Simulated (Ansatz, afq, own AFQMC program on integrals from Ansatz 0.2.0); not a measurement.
AFQMC on a folder of integrals that Ansatz 0.2.0 wrote.

```yaml
crystal:
  periodic: [false, false, false]
  atoms:
    - {symbol: Si, position_ang: [0.000000, -0.076160, 0.000000]}
    - {symbol: H, position_ang: [0.000000, 1.061077, -1.918839]}
    - {symbol: H, position_ang: [0.000000, 1.061075, 1.918840]}
basis:
  gaussian: {orbitals: cc-pVDZ}
magnetization: {spin_polarized: false, initial_magnetization: 2}
correlation: {method: ccsd_t, electrons: outside_noble_gas, hamiltonian_folder: ham}
```

```sh
$ ansatz run in.yaml --threads 1 --pin off --events-out ev --progress --plain --max-ram 24576MiB --backend cuda --devices 0, --max-vram 18GiB
```

afq runs on the folder ham with

```
--method phaseless --trial hf --walkers 4000 --populations 20 --least-time 40 --time-step 0.005 --steps-per-block 20 --equilibration-blocks 160 --max-blocks 4000 --target-error 0.00145 --factor-cut 1e-05 --start spin_pure --seed 6411 --taylor-order 6
```

Times are imaginary, in 1/Eh. The walk had a cap of 49 s. With eight or more populations the least sampling time is a fifth of least-time, and the error comes from their spread.

Log:

```
orbitals 23  electrons 4 2  factors 142 of 271
reference energy -289.85735558 Eh
CCSD correlation -0.12672636 Eh in 13 cycles, weight of the determinant in the CISD state 0.8472
energy of the start -289.857356 Eh
 block  time / (1/Eh)  mean weight  energy / Eh
     1     0.100  1.0003  -289.870834
     2     0.200  1.0002  -289.882146
     3     0.300  1.0004  -289.891840
     4     0.400  1.0005  -289.900462
     5     0.500  1.0005  -289.908042
     7     0.700  1.0004  -289.920931
     9     0.900  1.0004  -289.930884
    13     1.300  1.0003  -289.945976
    25     2.500  1.0001  -289.971631
    37     3.700  0.9999  -289.978513
    49     4.900  0.9999  -289.979453
    61     6.100  1.0000  -289.983184
    73     7.300  1.0001  -289.982156
    85     8.500  1.0000  -289.982611
    97     9.700  1.0000  -289.981586
   109    10.900  0.9999  -289.981104
   121    12.100  1.0002  -289.979791
   133    13.300  0.9998  -289.980587
   145    14.500  1.0000  -289.979652
   157    15.700  1.0000  -289.979404
   169    16.900  0.9998  -289.979624
   181    18.100  1.0000  -289.977035
   193    19.300  1.0001  -289.974082
   205    20.500  1.0001  -289.981328
   217    21.700  1.0001  -289.980535
   229    22.900  0.9998  -289.977347
   235    23.500  1.0001  -289.978434
error from the spread of 20 populations
energy -289.978719 +/- 0.000846 Eh
(rows thinned)
```

The run passed its tests (sampling time, drift between the halves within three errors, error under three times the target), which doesn't prove that it has relaxed.

Against this walk (error 23.0 meV) on the same determinant: CCSD(T) 305.3 meV lower, CCSDT(Q) 377.9 meV lower, CCSDTQ 379.6 meV lower, full CI 379.6 meV lower, a separate phaseless walk with a CISD trial and standard settings 322.7 ± 23.3 meV lower. The error is statistical and leaves out the bias of the constraint. Full CI is exact here, so the walk's 380 meV above it is the walk's own error: the bias of the constraint with this trial. It lies above even CCSD, by 146 meV.

Cautions: constraint bias not in the error; lower spins were not checked; a spin-contaminated unrestricted determinant lies lower (UHF 661 meV lower, ⟨S²⟩ 2.32); the search met a lower determinant of the same kind, perhaps of another symmetry (142 meV lower); strong correlation (T1 0.042, weight of the determinant 0.85, largest double 0.15).

The walk took 25 s on 1 × NVIDIA H100 80GB HBM3 with 2 threads of AMD EPYC 7R13 Processor (Zen 3), on a shared host (the card was shared). The log's last line is the phaseless energy.

CCSDT and higher add their correlation energy to the determinant of the CCSD(T) run, since their own runs factorise the integrals more tightly (a shift of under 2 meV). A walk keeps the symmetry of its determinant, which the program's search chose and which needn't be the lowest solution, so a lower state of the same spin and another symmetry isn't excluded.
